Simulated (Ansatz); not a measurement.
# How far each method lies from UCCSDT(Q) for H$_{3}$Ge–PH$_{2}$⁺, doublet

Geometry: that of the H3Ge–PH2, singlet, kept fixed.

```yaml
atoms:
  - { symbol: Ge, position_ang: [-0.0194, 0.0000, 0.6923] }
  - { symbol: P, position_ang: [0.1032, 0.0000, -1.6269] }
  - { symbol: H, position_ang: [0.7081, -1.2513, 1.2097] }
  - { symbol: H, position_ang: [0.7081, 1.2513, 1.2097] }
  - { symbol: H, position_ang: [-1.4630, 0.0000, 1.2228] }
  - { symbol: H, position_ang: [-0.8631, -1.0313, -1.7718] }
  - { symbol: H, position_ang: [-0.8631, 1.0313, -1.7718] }
```

Basis cc-pVDZ; Ansatz 0.2.0. Only valence electrons are correlated (noble-gas cores and the filled d shells of p-block atoms frozen), which leaves 13 electrons in 51 orbitals. Prefix R: restricted or restricted open-shell reference; prefix U: unrestricted. Active spaces: frontier = (9e, 9o) about the gap. No spin–orbit coupling is included, and no scalar relativity.

Full CI isn't at hand for all of this; UCCSDT(Q) serves as the reference, and is uncertain by about the last step of the cluster series. The frozen core follows each run's orbitals, which can shift R against U totals by a few meV for light atoms and by up to 0.1 eV past Ca.

```
UHF ⟨S²⟩                          : 0.762
T1 diagnostic (RCCSD)             : 0.0233
largest doubles amplitude (RCCSD) : 0.048
T1 diagnostic (UCCSD)             : 0.0160
```

| level | E − E(RHF) (eV) |
| --- | --- |
| UHF | -0.0904 |
| UMP2 | -5.5535 |
| UCCSD | -6.8487 |
| UCCSD(T) | -7.0208 |

(1) Estimate how far UCCSDT(Q) in cc-pVDZ lies from UCCSD(T). The table doesn't fix it; the size of (T) and the diagnostics are the guide.

(1) UCCSDT(Q) in cc-pVDZ lies 4.1 kJ/mol below UCCSD(T), which is 25 % of the (T) step (-16.6 kJ/mol). The diagnostics are small and one determinant leads, so the series closes fast and only a small part of (T) is left.

The other levels:

| level | E − E(UCCSDT(Q)) (kJ/mol) | share of correlation (%) | wall time |
| --- | --- | --- | --- |
| UCCSDT | 0.7 | 99.90 | – |

The correlation energy at UCCSDT(Q), counted from RHF, is -7.064 eV. That run took 4 min on 1 thread of Intel Xeon, shared host.

Run but not shown, since their state or frozen core can't be matched to the reference's or they repeat it: RHF, RMP2, CISD, RCCSD, RCCSD(T), BCCD(T), RCCSDT, RCCSDT(Q), CASSCF (frontier space), NEVPT2 (frontier space), MRCISD (frontier space), MRCISD+Q (frontier space).

Times hold each run's SCF and search for its determinant on a shared host, so for small cases they say little of a method's own cost; they ran on 1 thread of Intel Xeon.
